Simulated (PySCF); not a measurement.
PySCF job for HN, SMILES [NH], multiplicity 3, PBE0-D3(BJ)/def2-TZVPD. Geometry: PBE0-D3(BJ)/def2-TZVPD.

```python
import numpy as np
from pyscf import gto, scf, dft
from pyscf.hessian import thermo

mol = gto.M(
    atom='''
    N     0.00000000    0.00000000   -0.12989351
    H     0.00000000    0.00000000    0.90925454
    ''',
    basis='def2-TZVPD',
    charge=0,
    spin=2,
    max_memory=1600,
    verbose=3,
)
mf = dft.UKS(mol, xc='pbe0').density_fit(auxbasis='def2-universal-jkfit')
mf.disp = 'd3bj'
mf.grids.level = 3
mf.conv_tol = 1e-11
mf.max_cycle = 100
mf.kernel()
fine, coarse = mf.grids, dft.Grids(mol).set(level=1).build(with_non0tab=True)
for _ in range(3):  # follow internal instabilities
    mf.grids = coarse
    mo, _, stable, _ = mf.stability(return_status=True, nroots=4)
    mf.grids = fine
    if stable:
        break
    mf.kernel(mf.make_rdm1(mo, mf.mo_occ))

# analytic Hessian; the response equations are solved on a coarser grid
h, args, fine = mf.Hessian(), (mf.mo_energy, mf.mo_coeff, mf.mo_occ), mf.grids
h1ao = h.make_h1(mf.mo_coeff, mf.mo_occ)
mf.grids = dft.Grids(mol).set(level=1).build(with_non0tab=True)
mo1, mo_e1 = h.solve_mo1(*args, h1ao)
mf.grids = fine
hess = h.hess_elec(*args, mo1, mo_e1, h1ao) + h.hess_nuc()
if mf.do_disp():
    hess += h.get_dispersion()
for i in range(mol.natm):  # the analytic DFT Hessian lacks the response of the grid: restore translational invariance
    hess[i, i] -= hess[i].sum(axis=0)
hess = (hess + hess.transpose(1, 0, 3, 2)) / 2
vib = thermo.harmonic_analysis(mol, hess, imaginary_freq=False)
thermo.dump_normal_mode(mol, vib)
th = thermo.thermo(mf, vib['freq_au'][vib['freq_au'] > 0], 298.15, 101325)
thermo.dump_thermo(mol, th)
g0 = mf.nuc_grad_method().set(verbose=0).kernel()

# dipole derivatives [dipole axis, atom, xyz] from the same response
r, irp = mol.intor('int1e_r'), mol.intor('int1e_irp').reshape(3, 3, mol.nao, mol.nao)
sl, dm0, ok = mol.aoslice_by_atom(), np.array(mf.make_rdm1()), []
dmu = np.einsum('a,xt->xat', mol.atom_charges(), np.eye(3))
for a, (_, _, p0, p1) in enumerate(sl):
    dmu[:, a] += 2 * np.einsum('xtij,ij->xt', irp[:, :, :, p0:p1], dm0.reshape(-1, mol.nao, mol.nao).sum(0)[:, p0:p1])
    for u, c, occ, f in zip(mo1, mf.mo_coeff, mf.mo_occ, (2, 2)):
        dmu[:, a] -= f * np.einsum('tui,xuv,vi->xt', u[a], r, c[:, occ > 0], optimize=True)
L = vib['norm_mode']
ir = 974.8801 * (np.einsum('xat,kat->kx', dmu, L) ** 2).sum(1)       # km/mol
apt = np.einsum('xax->a', dmu) / 3
print('mode   freq/cm-1   IR/(km/mol)')
for k, w in enumerate(vib['freq_wavenumber']):
    print(f'{k + 1:4d} {w:11.2f} {ir[k]:13.3f}')
print('max |gradient| / (hartree/bohr):', abs(g0).max())
print('APT charges:', apt.round(4))
```

Log of the run:

```

WARN: HOMO -0.231394487506382 >= LUMO -0.231394487506399

converged SCF energy = -55.1802690006333  <S^2> = 2.0065024  2S+1 = 3.0043318
<class 'pyscf.df.df_jk.DFUKS'> wavefunction is stable in the internal stability analysis

WARN: DFTD3 does not support analytical Hessian, using finite difference


WARN: Mole.unit (angstrom) is changed to Bohr

Mode                                 0
Irrep
Freq [cm^-1]                     3305.2845
Reduced mass [au]                   1.0750
Force const [Dyne/A]                6.9194
Char temp [K]                    4755.5686
Normal mode                   x     y     z
       0   N                 0.00  0.00 -0.07
       1   H                 0.00  0.00  0.96
temperature 298.1500 [K]
pressure 101325.00 [Pa]
Rotational constants [GHz] inf 497.71648 497.71648
Symmetry number 1
Zero-point energy (ZPE) 0.00753 [Eh]   19769.992 [J/mol]
                           tot       elec      trans        rot        vib
Entropy [J/mol/K]       180.969      9.134    142.532     29.302      0.000
Cv [J/mol/K]             20.786      0.000     12.472      8.314      0.000
Cp [J/mol/K]             29.101      0.000     20.786      8.314      0.000
Internal energy [J/mol]                      3718.434   2478.956  19769.997
Internal energy [Eh]   -55.17038  -55.18027
Enthalpy [J/mol]                             6197.391   2478.956  19769.997
Enthalpy [Eh]          -55.16943
Gibbs free energy [J/mol]                  -36298.600  -6257.574  19769.992
Gibbs free energy [Eh] -55.18999
mode   freq/cm-1   IR/(km/mol)
   1     3305.28        18.815
max |gradient| / (hartree/bohr): 1.7297503661082798e-05
APT charges: [-0.1583  0.1583]
```

Self-consistency was reached.
